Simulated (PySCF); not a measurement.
A database entry of computed molecular properties. Lists by class give the value and the number of equivalent atoms.

```json
{
 "formula": "C3H3F",
 "smiles": "FC1=CC1",
 "charge": 0,
 "multiplicity": 1,
 "geometry_level": "GFN2-xTB",
 "electronic_structure_code": "PySCF",
 "results": {
  "GFN2-xTB geometry": {
   "point_group": "Cs",
   "rotational_constants_GHz": [23.453, 6.873, 5.507]
  },
  "PBE0/def2-SVPD ground state and vertical TDDFT (core frozen in the response)": {
   "dipole_D": 1.21,
   "homo_eV": -7.36,
   "lumo_eV": 0.33,
   "S1_eV": 6.71,
   "strongest_line_of_6_singlets_eV": 6.82,
   "T1_tda_eV": 4.39,
   "polarisability_au": 33.9,
   "r2_bohr2_about_centre_of_nuclear_charge": 237.4,
   "singlets_eV_and_f": [
    [6.71, 0.005],
    [6.82, 0.073],
    [7.49, 0.005],
    [7.57, 0.019],
    [7.74, 0.018],
    [8.31, 0.001]
   ],
   "triplets_tda_eV": [4.39, 6.4]
  },
  "PBE0/pcSseg-1 ground state and GIAO shieldings, non-relativistic": {
   "shift_vs_computed_TMS_C_by_class_ppm": [
    [159.3, 1],
    [74.1, 1],
    [21.7, 1]
   ],
   "shift_vs_computed_TMS_H_by_class_ppm": [
    [4.94, 1],
    [2.03, 2]
   ],
   "shielding_other_nuclei_by_class_ppm": [
    ["F", 313.8, 1]
   ]
  }
 }
}
```

The rotational constants make it an asymmetric top with κ = (2B − A − C)/(A − C) = -0.85, nearer the prolate limit (−1). In atomic units the dipole is 0.48 e·bohr (1 au = 2.5417 D). The 6 singlets span 6.71 to 8.31 eV, and their oscillator strengths add up to 0.12. The polarisability is 5.02 Å³ as a volume (1 au = 0.148185 Å³), or 1.13 au for each of the 30 electrons.

Geometry: GFN2-xTB; no solvent, vibrations or thermal averaging.

For the TDDFT job (PBE0/def2-SVPD), rough CPU time on one thread of a shared machine: about 11 s.
